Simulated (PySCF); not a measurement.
Problem. What does the GFN2-xTB structure of `O=C([O-])[C@H]1CO1` look like in three dimensions? (Charge -1.)

Solution. 
```xyz
9
C3H3O3 angstrom
O      1.4431    1.3076   -0.5660
C      1.4290    0.2262    0.0260
O      2.3242   -0.3654    0.6411
C      0.0384   -0.5223    0.0779
C     -1.2147    0.2220   -0.0525
O     -0.7850   -0.6345   -1.0654
H      0.0374   -1.4140    0.7096
H     -2.1068   -0.0936    0.4874
H     -1.1521    1.2800   -0.2832
```

Orientation and origin are arbitrary. Atoms count from 1 in this order. The 2 C–C bonds span 1.463 Å (C4–C5, drawn single) to 1.580 Å (C2–C4, drawn single), a spread of 0.117 Å. The C–O distances run from 1.233 Å (O1=C2, drawn double in one of several resonance forms) to 1.413 Å (C4–O6, drawn single), a spread of 0.180 Å. C2 (carboxylate carbon) is planar (angles 130.5°, 116.2° and 113.2°, sum 359.9°, 0.02 Å off the plane of its three neighbours). The 3-membered ring C4–C5–O6 has internal angles of 58.0° to 62.8°.

Bonds between heavy atoms (Å): O1=C2 1.233, C2–O3 1.237, C2–C4 1.580, C4–C5 1.463, C5–O6 1.394, C4–O6 1.413.

The geometry is computed with GFN2-xTB (gas phase).

Point group: C1 (no symmetry element, even within 0.4 Å). Stationary, but not proved a minimum. Torsions: O1–C2–C4–C5 -24°.

One conformer stands for the species.
